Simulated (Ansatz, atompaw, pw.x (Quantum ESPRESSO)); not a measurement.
**pw.x on bcc Li: one setting changed**

Potential: PAW, atompaw 4.2.0.5, LDA (PW92); core none, reference 1s2 2s1 2p0; waves: 1s (bound): rc 0.75 bohr; 2s (bound): rc 3.00 bohr; 2p (bound, empty): rc 3.00 bohr; 2p channel at 0.3 Ry: rc 3.00 bohr; 3d channel at 0.05 Ry: rc 3.00 bohr; local part: bessel scheme, radius 2.30 bohr; core correction: none; augmentation: besselshape compensation charge, radius 1.28 bohr; PAW radius 3.00 bohr; waves and projectors: custom rrkj gramschmidtortho.

The reference run (k-mesh 14³, cutoffs 120/900 Ry, Fermi–Dirac 0.01 Ry, mixing_beta 0.4, conv_thr 1e-9, no spin) gives -0.18 GPa at 19.087 Å³/atom, where all-electron LAPW gives -0.02 GPa. This run, with its own iteration cap, changes k-mesh points per axis to 6.

```
&control
  calculation='scf', prefix='x', pseudo_dir='./', outdir='./tmp', tstress=.true., disk_io='none'
/
&system
  ibrav=0, nat=1, ntyp=1, ecutwfc=120, ecutrho=900, nbnd=8,
  occupations='smearing', smearing='fd', degauss=0.01
/
&electrons
  conv_thr=1e-09, mixing_beta=0.4, electron_maxstep=50
/
ATOMIC_SPECIES
Li 1.0 Li.UPF
CELL_PARAMETERS angstrom
  -1.68354952 1.68354952 1.68354952
  1.68354952 -1.68354952 1.68354952
  1.68354952 1.68354952 -1.68354952
ATOMIC_POSITIONS crystal
Li 0.0000 0.0000 0.0000
K_POINTS automatic
6 6 6 0 0 0
```

```bash
pw.x < Li.scf.in > Li.scf.out
```

Task: How does the run end?

Result: It converges in 5 iterations; the free energy moves by +16.9 meV/atom and the pressure by +0.10 GPa.

```
Message from routine setup:
     using ibrav=0 with symmetry is DISCOURAGED, use correct ibrav instead
     lattice parameter (alat)  =       5.5104  a.u.
     unit-cell volume          =     128.8055 (a.u.)^3
     number of electrons       =         3.00
     number of Kohn-Sham states=            8
     kinetic-energy cutoff     =     120.0000  Ry
     charge density cutoff     =     900.0000  Ry
     scf convergence threshold =      1.0E-09
     Exchange-correlation= SLA PW NOGX NOGC
     number of k points=    16  Fermi-Dirac smearing, width (Ry)=  0.0100
     iteration #  1     ecut=   120.00 Ry     beta= 0.40
     total energy              =     -14.82115870 Ry
     estimated scf accuracy    <       0.00067542 Ry
     iteration #  2     ecut=   120.00 Ry     beta= 0.40
     total energy              =     -14.82084060 Ry
     estimated scf accuracy    <       0.00018248 Ry
     iteration #  3     ecut=   120.00 Ry     beta= 0.40
     total energy              =     -14.82088583 Ry
     estimated scf accuracy    <       0.00000439 Ry
     iteration #  4     ecut=   120.00 Ry     beta= 0.40
     total energy              =     -14.82088602 Ry
     estimated scf accuracy    <          9.9E-09 Ry
     iteration #  5     ecut=   120.00 Ry     beta= 0.40
     the Fermi energy is     1.0526 ev
!    total energy              =     -14.82088603 Ry
     estimated scf accuracy    <          1.8E-10 Ry
     smearing contrib. (-TS)   =      -0.00347619 Ry
     convergence has been achieved in   5 iterations
          total   stress  (Ry/bohr**3)                   (kbar)     P=       -0.75
     Message from routine punch:
     Nothing written, as per user request (disk_io='none')
```

The run took about 4.9 s on one core of a shared host (Intel(R) Xeon(R) 6975P-C, 192 threads, 378 GiB, load 36).
